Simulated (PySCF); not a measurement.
Species: diaminoborane, BH₅N₂.
SMILES with atom numbers: `[NH2:1][BH:2][NH2:3]` (hydrogens: H4, H5 on N1; H6 on B2; H7, H8 on N3)

Geometry (PBE0-D3(BJ)/def2-TZVP, Å), atoms numbered from 1 in this order:
```xyz
8
BH5N2 angstrom
N     -1.2450    0.0311   -0.0310
B      0.0652   -0.4317    0.2029
N      1.2121    0.3053   -0.1529
H     -2.0500   -0.5063    0.2295
H     -1.4689    0.9135   -0.4566
H      0.2108   -1.5006    0.7276
H      2.1376   -0.0364    0.0243
H      1.1939    1.2064   -0.5974
```

The calculation used TDDFT CAM-B3LYP/aug-cc-pVTZ, vertical, gas phase, core orbitals frozen in the response in PySCF 2.14.0, density-fitted response routines. Isolated species at its PBE0-D3(BJ)/def2-TZVP geometry, gas phase.

Frontier orbitals with the atoms that hold most of them (Löwdin shares over 4%, at most four atoms; ? is withheld):

```csv
orbital,ε (eV),atoms
LUMO+2,0.73,"B2 62%, H4 10%, H7 10%, H6 6%"
LUMO+1,0.60,"B2 40%, H4 17%, H7 17%, H5 9%"
LUMO,?,?
HOMO,-8.38,?
HOMO-1,-10.43,"N3 30%, N1 30%, B2 21%, H8 4%"
HOMO-2,-10.88,"B2 36%, H6 34%, N3 11%, N1 11%"
HOMO-3,-13.38,"N1 31%, N3 31%, B2 16%, H4 8%"
```

Which atoms hold the HOMO, and with what shares?

N1 (bonded to B and 2 H) 34%; N3 (bonded to B and 2 H) 34%; B2 (bonded to 2 N and H) 12%; H4 (bonded to N) 5%. By element: nitrogen 68%, boron 12%, hydrogen 5% or more.

Which atoms hold the LUMO, and with what shares?

H8 (bonded to N) 26%; H5 (bonded to N) 26%; H7 (bonded to N) 16%; H4 (bonded to N) 16%.

What is the LUMO energy, and the HOMO–LUMO gap?

ε(LUMO) = 0.19 eV; the gap is 8.57 eV (0.3150 hartree).

The HOMO–LUMO gap is 8.57 eV. Where does the response calculation put the lowest singlet, and from which orbitals?

S1 is at 5.80 eV (f = 0.0000), 2.77 eV below the gap, made of HOMO→LUMO (86%). Without the coupling terms of the response equations the lowest excitation would equal the gap.

Give energy, strength and leading configuration of S1 and S2, and follow the Löwdin shares of the leading atoms from the occupied to the empty orbital.

- S1 (5.80 eV, f 0.0000), HOMO→LUMO (86%): N1 34% → at most 16%, N3 34% → at most 16%, H8 at most 6% → 26%, H5 at most 6% → 26%
- S2 (6.38 eV, f 0.052), HOMO→LUMO+1 (84%): N1 34% → at most 10%, N3 34% → at most 10%, B2 12% → 40%, H4 5% → 17%

Hardware: Arm Neoverse N1, one thread, no GPU, shared host. Cost: 28 s, 0.87 GiB resident at most.
